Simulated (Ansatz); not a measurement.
Isomers of PS2 (doublet), relaxed with PBE-D4/def2-TZVP; total energies from Ansatz at CCSD(T)/def2-TZVPP.

```
isomer                                      description  energy (Eh)
     A                  point group C2v; 2 × P–S 1.94 Å  -1136.36849
     B  point group C2v; 2 × P–S 2.10 Å; 1 × S–S 2.13 Å  -1136.35419
```

Correlated methods freeze 15 core orbitals.

The isomers come from a short search, and lower ones may exist.

Question: Work out the relative energies (1 Eh = 2625.5 kJ/mol) and the Boltzmann populations at 1200 K from electronic energies alone (R = 8.314 J/mol/K).

Answer: ΔE: A 0.0, B 37.5 kJ/mol. RT = 9.98 kJ/mol. Factors exp(−ΔE/RT): A 1, B 0.0233; sum 1.023. Populations: A 97.7 %, B 2.3 %. Zero-point energy, vibrational entropy and symmetry numbers are left out and can shift these; an error of 4 kJ/mol changes a ratio by a factor of 1.5. Over the other density-functional and correlated levels in def2 sets, the gap between A and B ranges from 8 to 51 kJ/mol.
